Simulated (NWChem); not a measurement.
System: hydrogen fluoride (HF); SMILES F

Computed with NWChem. The geometry was optimised at PBE-D3(BJ)/def2-SVP. Level B3LYP/def2-TZVP: single points from the atomic guess with DIIS by default; each run changes one setting, and all converged runs end within 0.3 mHa of each other. cgmin counts macro-iterations, each dearer than a DIIS step.

**Question.** Which setting needs the most SCF iterations, or fails (level shift of 0.5 Ha throughout; quadratically convergent solver (cgmin); no level shifting; occupation smearing of 0.005 Ha; no DIIS, 40 % damping; defaults)?

**Answer.** no DIIS, 40 % damping, with 14 against 6 for the defaults.
```json
[
 {"setting": "defaults", "SCF iterations": "6"},
 {"setting": "quadratically convergent solver (cgmin)", "SCF iterations": "5"},
 {"setting": "occupation smearing of 0.005 Ha", "SCF iterations": "6"},
 {"setting": "level shift of 0.5 Ha throughout", "SCF iterations": "9"},
 {"setting": "no level shifting", "SCF iterations": "6"},
 {"setting": "no DIIS, 40 % damping", "SCF iterations": "14"}
]
```
